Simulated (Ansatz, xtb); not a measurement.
**Two spin states of CH2F+**

Structure X is the triplet with the links of `[CH2+]F` and structure Y is `[CH2+]F`, a singlet. Both are isolated ions in the gas phase, relaxed with r2SCAN-D4/def2-SVP.

X (Å):

```xyz
4

C     0.0644    0.0103    1.2276
F     1.1090   -0.6809    1.2143
H    -0.1838    0.5956    0.2255
H     0.1632    1.0916    1.7064
```

Y (Å):

```json
{"atom": "C", "x (Å)": "0.2560", "y (Å)": "0.2975", "z (Å)": "1.0864"}
{"atom": "F", "x (Å)": "0.9825", "y (Å)": "-0.6819", "z (Å)": "1.2443"}
{"atom": "H", "x (Å)": "-0.2567", "y (Å)": "0.3948", "z (Å)": "0.1090"}
{"atom": "H", "x (Å)": "0.1709", "y (Å)": "1.0062", "z (Å)": "1.9341"}
```

Task: Estimate E(Y) − E(X) at the level CCSD(T)/def2-TZVPP.

Result: Calculated at CCSD(T)/def2-TZVPP: E(Y) − E(X) = −99.3 kcal/mol, so structure Y lies lower.

How the difference moves with the method:

```json
{"level": "r2SCAN-D4/def2-SVP", "geometry": "r2SCAN-D4/def2-SVP", "E(Y) − E(X) (kcal/mol)": "−84.0", "departure from the last row (kcal/mol)": "+15.3", "job, with rough time for the two": "optimisation, 20 s"}
{"level": "HF/def2-TZVPP", "geometry": "r2SCAN-D4/def2-SVP", "E(Y) − E(X) (kcal/mol)": "−92.8", "departure from the last row (kcal/mol)": "+6.6", "job, with rough time for the two": "part of the CCSD(T) run"}
{"level": "MP2/def2-TZVPP", "geometry": "r2SCAN-D4/def2-SVP", "E(Y) − E(X) (kcal/mol)": "−99.9", "departure from the last row (kcal/mol)": "−0.5", "job, with rough time for the two": "part of the CCSD(T) run"}
{"level": "CCSD(T)/def2-TZVPP", "geometry": "r2SCAN-D4/def2-SVP", "E(Y) − E(X) (kcal/mol)": "−99.3", "departure from the last row (kcal/mol)": "", "job, with rough time for the two": "single point, 7.2 s"}
```

None of the levels shown reverses the order. The largest departure from CCSD(T)/def2-TZVPP is that of r2SCAN-D4/def2-SVP, 15.3 kcal/mol. Levels run at GFN2-xTB geometries aren't shown.

With harmonic frequencies from r2SCAN-D4/def2-SVP (ideal gas, rigid rotor, one conformer each, 298.15 K, 1 atm): on the last row, ΔE + ΔZPE = −94.8, ΔH = −94.9, ΔG = −93.7 kcal/mol.

Open shells are spin-unrestricted. The correlated steps freeze 2 core orbitals. ΔG holds the spin degeneracy. Codes used: Ansatz 0.2.0; the last row on 1 thread of Arm Neoverse V1 on a shared host.
